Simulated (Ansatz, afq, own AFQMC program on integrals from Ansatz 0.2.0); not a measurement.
AFQMC on a folder of integrals that Ansatz 0.2.0 wrote.

```yaml
crystal:
  periodic: [false, false, false]
  atoms:
    - {symbol: N, position_ang: [-0.052023, 0.000001, 1.072208]}
    - {symbol: C, position_ang: [0.091307, -0.000001, -0.999840]}
    - {symbol: H, position_ang: [-0.182548, -0.930186, -1.492803]}
    - {symbol: H, position_ang: [-0.182549, 0.930183, -1.492805]}
basis:
  gaussian: {orbitals: cc-pVDZ}
magnetization: {spin_polarized: false, initial_magnetization: 3}
correlation: {method: ccsd_t, electrons: outside_noble_gas, hamiltonian_folder: ham}
```

```sh
$ ansatz run in.yaml --threads 1 --pin off --events-out ev --progress --plain --max-ram 1382MiB
```

afq runs on the folder ham with

```
--method phaseless --trial hf --walkers 120 --populations 1 --least-time 40 --time-step 0.005 --steps-per-block 20 --equilibration-blocks 160 --max-blocks 600 --target-error 0.002400 --factor-cut 1e-05 --start spin_pure --seed 8609 --taylor-order 6
```

Times are imaginary, in 1/Eh. The walk had a cap of 1161 s.

afq prints:

```
orbitals 36  electrons 7 4  factors 265 of 355
reference energy -93.26016412 Eh
CCSD correlation -0.27510059 Eh in 17 cycles, weight of the determinant in the CISD state 0.8443
energy of the start -93.260172 Eh
 block  time / (1/Eh)  mean weight  energy / Eh
     1     0.100  1.0012  -93.318088
     2     0.200  1.0012  -93.361455
     3     0.300  1.0031  -93.397500
     4     0.400  1.0029  -93.428040
     5     0.500  1.0004  -93.438737
     8     0.800  1.0017  -93.499012
    20     2.000  1.0002  -93.538088
    77     7.700  1.0033  -93.559400
   115    11.500  0.9981  -93.692565
   134    13.400  1.0008  -93.554461
   191    19.100  1.0001  -93.534160
   248    24.800  1.0007  -93.572722
   305    30.500  0.9991  -93.545004
   362    36.200  1.0009  -93.530222
   419    41.900  0.9984  -93.532812
   476    47.600  1.0013  -93.570443
   533    53.300  1.0024  -93.554258
   590    59.000  0.9959  -93.499209
   647    64.700  1.0003  -93.560111
   704    70.400  1.0002  -93.526577
   742    74.200  1.0017  -93.542833
blocks merged  error / Eh  count
     1  0.001072  600
     2  0.001421  300
     4  0.001857  150
     8  0.002349  75
    16  0.003016  37
    32  0.002985  18
    64  0.002832  9
energy -93.544886 +/- 0.003016 Eh
(rows thinned)
```

The run passed its tests (sampling time, drift between the halves within three errors, error under three times the target), which doesn't prove that it has relaxed.

Against this walk (error 82.1 meV) on the same determinant: CCSD(T) 22.1 meV lower (within the noise), CCSDT(Q) 113.6 meV lower (within the noise), a separate phaseless walk with a CISD trial and standard settings 56.5 ± 84.9 meV lower (within the noise). The error is statistical and leaves out the bias of the constraint. None of these is a sure reference here.

Cautions: constraint bias not in the error; error above the target (82.1 against 65.3 meV); lower spins were not checked; higher spins were not checked; a spin-contaminated unrestricted determinant lies lower (UHF 899 meV lower, ⟨S²⟩ 4.25).

The walk took 4.5 min on 1 thread of Arm Neoverse V1 (shared host). The log's last line is the phaseless energy.

CCSDT and higher add their correlation energy to the determinant of the CCSD(T) run, since their own runs factorise the integrals more tightly (a shift of under 2 meV). A walk keeps the symmetry of its determinant, which the program's search chose and which needn't be the lowest solution, so a lower state of the same spin and another symmetry isn't excluded.
